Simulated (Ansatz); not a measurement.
Ansatz (an electronic-structure program) input:

Ansatz 0.2 input:
```yaml
crystal:
  periodic: [false, false, false]
  atoms:
    - {symbol: C, position_ang: [-0.93142677, -0.09091136, 0.00145351]}
    - {symbol: O, position_ang: [-0.72481975, -1.27177619, -0.01909734]}
    - {symbol: O, position_ang: [0.00102861, 0.86771547, 0.01461126]}
    - {symbol: H, position_ang: [-1.92588670, 0.37448781, 0.01247871]}
    - {symbol: C, position_ang: [1.36673924, 0.41140192, 0.00254944]}
    - {symbol: H, position_ang: [1.97490570, 1.31077974, 0.01574845]}
    - {symbol: H, position_ang: [1.56756136, -0.20280897, 0.87923757]}
    - {symbol: H, position_ang: [1.56187403, -0.17291625, -0.89559380]}
basis:
  gaussian:
    orbitals: cc-pVTZ
hamiltonian:
  xc: pbe
magnetization: {spin_polarized: false}
correlation: {method: rpa, electrons: outside_noble_gas}
```

Q: What final total energy does it print?

A: -229.08494 Eh (RPA@PBE/cc-pVTZ). The basis has 176 functions.
